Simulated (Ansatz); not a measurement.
System: C2H2Cl, net charge 0, doublet state. SMILES: C(=[CH])Cl
Geometry from a B3LYP-D3(BJ)/def2-TZVP (Ansatz, a first-principles code) optimisation:
```xyz
5

C     -0.1833     0.8222    -0.0020
C      0.9594     1.4291    -0.0049
Cl    -0.3251    -0.9452     0.0029
H     -1.1502     1.3059    -0.0022
H      2.0196     1.2545    -0.0056
```
Charge 0, spin multiplicity 2.

Wanted: enthalpy of formation at 298 K, in kcal/mol. Set-up: six Cartesian d functions in 6-31G* and its kin unless marked 5d; UHF or UKS for open shells; non-relativistic; LANL2DZ with its own core potentials from Na on; spin-orbit terms left out; 6-311+G** with 5d, 6d on Na to Ar in Ansatz. Ab initio and DFT rows: single points at B3LYP-D3(BJ) geometries (Ansatz), with unscaled harmonic terms from B3LYP/6-31G* at its own minima, enthalpies of formation by atomisation with measured atoms. A UHF reference is markedly spin-contaminated in at least one set, which strains HF and MP2.

| level | program | enthalpy of formation at 298 K (kcal/mol) |
|---|---|---|
| HF/STO-3G | Ansatz | 135.3 |
| HF/3-21G | Ansatz | 212.4 |
| HF/LANL2DZ | Ansatz | 216.6 |
| HF/6-31G* | Ansatz | 186.2 |
| HF/6-311+G** | Ansatz | 186.5 |

No value to compare with is used here. The 5 habitual levels span 135.3 (HF/STO-3G) to 216.6 kcal/mol (HF/LANL2DZ).

The sets are all those run for this method; runs whose electronic state is in doubt are left out.
